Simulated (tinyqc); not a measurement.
Worked calculation: CIS and TDHF on RHF in the sto-3g basis, frozen core, for H2O, spin multiplicity 1. One step of it, computed by the program tinyqc.

Problem. CIS matrix, singlets. A(ia,jb) = (e_a - e_i) d_ij d_ab + 2 (ia|jb) - (ij|ab).

orbital energies (hartree): [-20.264188, -1.198454, -0.538112, -0.427069, -0.385980, 0.449263, 0.566801]

Two-electron integrals over orbitals (pq|rs), unique and non-zero (hartree); the lowest 1 orbital is frozen and left out:
```
(22|22) 0.724160    (32|32) 0.128556    (33|22) 0.609404    (33|33) 0.586487
(42|22) -0.027210   (42|33) 0.004011    (42|42) 0.130126    (43|32) 0.029156
(43|43) 0.056499    (44|22) 0.660508    (44|33) 0.560882    (44|42) -0.093005
(44|44) 0.697059    (52|52) 0.151371    (53|53) 0.025925    (54|52) -0.042915
(54|54) 0.047337    (55|22) 0.756003    (55|33) 0.596259    (55|42) -0.079660
(55|44) 0.688049    (55|55) 0.880159    (62|22) 0.128831    (62|33) 0.063348
(62|42) 0.034029    (62|44) 0.061937    (62|55) 0.138822    (62|62) 0.093397
(63|32) -0.038518   (63|43) -0.039873   (63|63) 0.077479    (64|22) 0.131084
(64|33) 0.048333    (64|42) -0.047665   (64|44) 0.132659    (64|55) 0.152473
(64|62) 0.060424    (64|64) 0.099408    (65|52) 0.050584    (65|54) 0.006303
(65|65) 0.033787    (66|22) 0.587449    (66|33) 0.543558    (66|42) 0.047164
(66|44) 0.540267    (66|55) 0.572867    (66|62) 0.089271    (66|64) 0.053213
(66|66) 0.575320    (72|32) 0.056511    (72|43) -0.028860   (72|63) 0.028811
(72|72) 0.069326    (73|22) 0.168693    (73|33) 0.088259    (73|42) -0.075818
(73|44) 0.142693    (73|55) 0.204748    (73|62) 0.067477    (73|64) 0.102694
(73|66) 0.044720    (73|73) 0.160102    (74|32) -0.070893   (74|43) -0.014991
(74|63) 0.056295    (74|72) -0.017474   (74|74) 0.070494    (75|53) 0.023935
(75|75) 0.025365    (76|32) 0.085000    (76|43) 0.063988    (76|63) -0.068686
(76|72) -0.002765   (76|74) -0.060366   (76|76) 0.112987    (77|22) 0.607425
(77|33) 0.577824    (77|42) -0.019804   (77|44) 0.576531    (77|55) 0.608550
(77|62) 0.060424    (77|64) 0.053311    (77|66) 0.545491    (77|73) 0.098492
(77|77) 0.593895
```

Give: CIS matrix A, singlet.

Solution.

CIS matrix A, singlet (hartree), order 2>6, 2>7, 3>6, 3>7, 4>6, 4>7, 5>6, 5>7:
```
[[1.2471, 0.0000, 0.0000, 0.0500, 0.0737, 0.0000, 0.0000, 0.0000],
 [0.0000, 1.2965, -0.0274, 0.0000, 0.0000, -0.0151, 0.0000, 0.0000],
 [0.0000, -0.0274, 0.5988, 0.0000, 0.0000, 0.0486, 0.0000, 0.0000],
 [0.0500, 0.0000, 0.0000, 0.8473, 0.1414, 0.0000, 0.0000, 0.0000],
 [0.0737, 0.0000, 0.0000, 0.1414, 0.5349, 0.0000, 0.0000, 0.0000],
 [0.0000, -0.0151, 0.0486, 0.0000, 0.0000, 0.5583, 0.0000, 0.0000],
 [0.0000, 0.0000, 0.0000, 0.0000, 0.0000, 0.0000, 0.3300, 0.0000],
 [0.0000, 0.0000, 0.0000, 0.0000, 0.0000, 0.0000, 0.0000, 0.3950]]
```
